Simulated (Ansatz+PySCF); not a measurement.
Values are calculated unless marked as measured or tabulated.
Input for PySCF 2.14.0:

```python
from pyscf import gto, scf, cc

mol = gto.M(atom="""
Li 0.000000 0.000000 0.000000
Al 0.996000 1.328000 2.875190
""", basis='6-31g', charge=0, spin=0)
mf = scf.RHF(mol)
mf.kernel()
mycc = cc.CCSD(mf, frozen=5).run()
et = mycc.ccsd_t()
print(mf.e_tot, mycc.e_corr, et, mycc.e_tot + et)
```

The script is written out from the run's settings.

Results

```json
{
  "Converged": "yes",
  "Reference energy": "-249.28478 hartree",
  "CCSD correlation energy": "-0.05548 hartree",
  "Triples correction": "-0.00095 hartree",
  "Total energy": "-249.34122 hartree",
  "Spin squared of the determinant": "0.000"
}
```

Caution: large amplitudes, a single reference is doubtful.
